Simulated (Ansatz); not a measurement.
Cohesive energy (eV/atom) of 21 transition metals, computed with LDA (PAW; Ansatz, an electronic-structure program) and with PBEsol (Ansatz, PAW). The set holds measured phases with no doubt noted on the run or the magnetic state but for the caveats below. 4 more of the class have both values but aren't in it, for one of these reasons: built or high-temperature cells, doubts on the run or the magnetic state, unlike cells, values of zero, layered or molecular crystals. Solids without a value at one level (not run, failed, or a magnetic order lost), or held back for tests, aren't counted.

All rows, in order of the shift (worked out from unrounded values):

```csv
solid,LDA,PBEsol,shift (eV/atom)
hcp Ru,8.78,7.77,-1.01
bcc W,10.18,9.18,-1.01
bcc Mo,8.10,7.12,-0.98
hcp Tc,8.80,7.85,-0.95
fcc Rh,7.60,6.68,-0.91
fcc Ir,9.30,8.39,-0.91
hcp Re,9.66,8.82,-0.84
hcp Co,6.67,5.84,-0.83
hcp Os,10.31,9.49,-0.82
bcc Fe,6.45,5.67,-0.77
bcc Ta,9.58,8.95,-0.63
fcc Pd,5.06,4.44,-0.62
hcp Ti,6.45,5.83,-0.62
hcp Zr,7.41,6.79,-0.62
fcc Ni,6.09,5.47,-0.61
fcc Au,4.33,3.73,-0.60
fcc Ag,3.64,3.09,-0.55
fcc Cu,4.56,4.08,-0.49
hcp Hf,7.53,7.06,-0.46
hcp Sc,4.89,4.54,-0.35
hcp Y,4.92,4.61,-0.31
```

The shift from LDA to PBEsol has a median of -0.63 eV/atom, and eight in ten lie between -0.98 eV/atom and -0.46 eV/atom; PBEsol is the larger in 0 of 21.

Ansatz's runs of these crystals have no spin polarisation, but for bcc Fe, hcp Co, fcc Ni.

Density-functional runs with spin start from parallel moments for bcc Fe, parallel moments for hcp Co, parallel moments for fcc Ni.

Spin–orbit coupling is left out, also for the solids with elements from indium on (bcc Ta, hcp Os, bcc W, fcc Ir, hcp Re, hcp Hf, fcc Au); its size isn't shown.

Free atoms are spin-polarised, in the lowest state found; at levels without +SOC their spin–orbit coupling is left out. Each level is taken at its own relaxed cell. Ansatz's density-functional and Hartree–Fock values are scalar-relativistic unless marked +SOC, with PAW data made under PBE.
